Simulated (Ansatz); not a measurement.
Two shapes of singlet C4H5N.

Shape 1:

```xyz
10

N     1.1824    0.0000    0.0000
C     0.3654    1.1245    0.0000
C    -0.9566    0.6950    0.0000
C    -0.9566   -0.6950    0.0000
C     0.3654   -1.1245    0.0000
H     2.1974    0.0000    0.0000
H     0.7022    2.1612    0.0000
H    -1.8384    1.3357    0.0000
H    -1.8384   -1.3357    0.0000
H     0.7022   -2.1612    0.0000
```

Shape 2:

```xyz
10

N     1.2201    0.0119    0.0306
C     0.3452    1.0838   -0.0209
C    -0.9177    0.6646    0.0077
C    -0.9372   -0.6804   -0.0437
C     0.3509   -1.1269    0.0478
H     2.2273    0.0360   -0.0176
H     0.7050    2.2027    0.0277
H    -1.8086    1.3112    0.0318
H    -1.8483   -1.3300   -0.0487
H     0.7256   -2.1909   -0.0327
```

Basis set: cc-pVDZ (spherical functions). Left uncorrelated: 5 orbitals. Charge 0, multiplicity 1.

Computed with Ansatz (development build ahead of 0.2.0); each method stands on the lowest determinant of its kind that the runs found.

Question: Which shape is lower in energy, and by how much in each method?

Answer:

```csv
method,E(2) − E(1) (eV)
RHF,0.521
RHF-MP2,0.550
```

Shape 1 is lower.
